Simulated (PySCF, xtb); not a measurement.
acetylene (C2H2), SMILES C#C.

xtb 6.7.1 with GFN2-xTB at its own geometry gives an orbital gap of 7.29 eV and a dipole moment of 0.00 D.

The structure is a stationary point at PBE0-D3(BJ)/def2-TZVPD.

### Question
What does CAM-B3LYP/def2-TZVPD (PySCF) give? (Estimate from the structure and the level; the computed values follow.)

### Answer
gap 11.04 eV (levels -9.85 and 1.19 eV), dipole 0.00 D.
